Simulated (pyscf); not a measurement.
[HAl–Cl]• + methane (CH₄) → H₂Al–Cl + methyl (CH₃•) (hydrogen abstraction; doublet surface; C–H broken, Al–H formed). Optimised with ωB97X-D3(BJ)/def2-SVP in PySCF. MP2 and CC: frozen core, UHF for open shells. ΔMP2 is the change of the MP2 total energy from the triple- to the quadruple-zeta basis. Energies in kJ/mol from the separated reactants.

```csv
level,barrier,reaction energy
r²SCAN/def2-TZVP,119.4,+102.3
B3LYP-D3(BJ)/def2-TZVP,119.6,+104.9
PBE0-D3(BJ)/def2-TZVP,124.5,+112.8
HF/def2-TZVP,143.5,+72.0
CCSD/def2-TZVPP,[?],+96.4
CCSD(T)/def2-TZVPP,132.1,+100.8
CCSD(T)/def2-TZVPP + ΔMP2(QZVPP),[?],[?]
```

Problem. Fill in the missing entries.

Solution. 
- CCSD/def2-TZVPP, barrier: 133.3
- CCSD(T)/def2-TZVPP + ΔMP2(QZVPP), barrier: 131.4
- CCSD(T)/def2-TZVPP + ΔMP2(QZVPP), reaction energy: +101.0

One saddle was located; it need not be the lowest between these sides. The angle at the transferred H is 176°. The CCSD(T) − MP2 part came from Ansatz, without density fitting, on the same reference.
